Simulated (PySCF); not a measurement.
Compound: sulfuric acid, H2O4S.
Bonds: O1–S2 (double), S2–O3 (double), S2–O4, S2–O5. Hydrogens: H6 on O4; H7 on O5.

Torsions of this conformer, `[O:1]=[S:2](=[O:3])([OH:4])[OH:5]`: H–O4–S2–O1 161°, H–O5–S2–O1 26°.

The closed-shell ground state was solved at several levels (PySCF, density fitting, gas phase, non-relativistic). One conformer (not necessarily the lowest) at the PBE0-D3(BJ)/def2-SVP geometry, without solvent, vibrations or thermal averaging.

```json
{"level": "PBE/def2-SVPD", "basis functions": "135", "total energy (Eh)": "-699.4421", "HOMO (eV)": "-8.14", "LUMO (eV)": "-1.40", "gap (eV)": "6.74", "dipole (D)": "2.86"}
{"level": "PBE0/def2-SVP", "basis functions": "84", "total energy (Eh)": "-699.4098", "HOMO (eV)": "-9.45", "LUMO (eV)": "0.61", "gap (eV)": "10.06", "dipole (D)": "2.95"}
{"level": "PBE0/def2-SVPD", "basis functions": "135", "total energy (Eh)": "-699.4532", "HOMO (eV)": "-9.84", "LUMO (eV)": "-0.59", "gap (eV)": "9.25", "dipole (D)": "2.98"}
{"level": "HF/def2-SVPD", "basis functions": "135", "total energy (Eh)": "-697.7173", "HOMO (eV)": "-14.11", "LUMO (eV)": "1.40", "gap (eV)": "15.51", "dipole (D)": "3.28"}
{"level": "BHandHLYP/def2-SVPD", "basis functions": "135", "total energy (Eh)": "-699.7314", "HOMO (eV)": "-11.47", "LUMO (eV)": "-0.09", "gap (eV)": "11.38", "dipole (D)": "3.10"}
{"level": "wB97X-D/def2-SVPD", "basis functions": "135", "total energy (Eh)": "-699.7984", "HOMO (eV)": "-11.77", "LUMO (eV)": "1.02", "gap (eV)": "12.79", "dipole (D)": "3.02"}
{"level": "B3LYP/def2-SVPD", "basis functions": "135", "total energy (Eh)": "-699.9072", "HOMO (eV)": "-9.56", "LUMO (eV)": "-0.95", "gap (eV)": "8.61", "dipole (D)": "2.97"}
{"level": "PBE0/6-31G*", "basis functions": "78", "total energy (Eh)": "-699.7450", "HOMO (eV)": "-9.43", "LUMO (eV)": "0.75", "gap (eV)": "10.18", "dipole (D)": "3.04"}
{"level": "LDA/def2-SVPD", "basis functions": "135", "total energy (Eh)": "-696.4462", "HOMO (eV)": "-8.35", "LUMO (eV)": "-1.49", "gap (eV)": "6.86", "dipole (D)": "2.91"}
{"level": "PBE0/def2-TZVP", "basis functions": "173", "total energy (Eh)": "-699.9863", "HOMO (eV)": "-9.69", "LUMO (eV)": "0.02", "gap (eV)": "9.71", "dipole (D)": "3.02"}
{"level": "CAM-B3LYP/def2-SVPD", "basis functions": "135", "total energy (Eh)": "-699.8157", "HOMO (eV)": "-11.32", "LUMO (eV)": "0.02", "gap (eV)": "11.34", "dipole (D)": "3.02"}
{"level": "LC-wPBE/def2-SVPD", "basis functions": "135", "total energy (Eh)": "-699.6195", "HOMO (eV)": "-12.66", "LUMO (eV)": "1.11", "gap (eV)": "13.77", "dipole (D)": "3.02"}
{"level": "CAM-B3LYP/pcSseg-2", "basis functions": "215", "total energy (Eh)": "-700.3573", "HOMO (eV)": "-11.28", "LUMO (eV)": "0.30", "gap (eV)": "11.58", "dipole (D)": "3.15"}
```

(1) What might PBE0/pcSseg-1 (102 basis functions) give for the same quantities?

(2) Over all these levels, which gives the widest orbital gap and which the narrowest?

(3) How much does the basis alone move the frontier levels among the 5 PBE0 rows (the withheld one included)?

(4) In the def2-SVPD basis, how does the gap go with the fixed share of exact exchange?

(5) How far do the dipole and the HOMO energy spread over the levels?

Results:

(1) Total energy -699.7298 Eh, HOMO -9.66 eV, LUMO 0.13 eV, gap 9.79 eV, dipole 3.05 D.

(2) HF/def2-SVPD (Hartree–Fock, all exact exchange) has the widest, 15.51 eV, and PBE/def2-SVPD (GGA) the narrowest, 6.74 eV. The two share the basis. From the narrowest to the widest the HOMO moves by -5.97 eV and the LUMO by +2.80 eV.

(3) The HOMO by 0.41 eV and the LUMO by 1.34 eV. By rising basis size (HOMO, LUMO in eV): 6-31G* -9.43, 0.75; def2-SVP -9.45, 0.61; pcSseg-1 -9.66, 0.13; def2-SVPD -9.84, -0.59; def2-TZVP -9.69, 0.02.

(4) PBE (0 %) 6.74 eV; LDA (0 %) 6.86 eV; B3LYP (20 %) 8.61 eV; PBE0 (25 %) 9.25 eV; BHandHLYP (50 %) 11.38 eV; HF (100 %) 15.51 eV. Each rise in the share widens the gap here.

(5) The dipole runs from 2.86 to 3.28 D (mean 3.02 D) and the HOMO from -14.11 to -8.14 eV.

wB97X-D is run here without its empirical dispersion term; that term would change no orbital, density or response property at a fixed geometry.
